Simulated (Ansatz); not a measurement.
Ansatz results at the PBE0-D4/def2-TZVP geometry: HOMO energy (ωB97M-V/def2-TZVPP) -10.39 eV; size of the dipole moment (B3LYP/def2-TZVPP) 1.65 D; LUMO energy (PBE0/def2-TZVPP) 0.45 eV.

Each molecule was computed in one conformer, which needn't be the lowest.

(1) Which molecule gave them?
A. `COCCC#N`
B. `CC1OCCCO1`
C. `N#CCCO`
D. `CCCC(=O)OC`

## Answers

(1) D. The others give `COCCC#N`: -10.39, 4.80, 0.44; `CC1OCCCO1`: -9.86, 1.91, 1.19; `N#CCCO`: -11.05, 3.55, 0.34.

B3LYP here is the variant with VWN-RPA as its local correlation; programs differ in this.
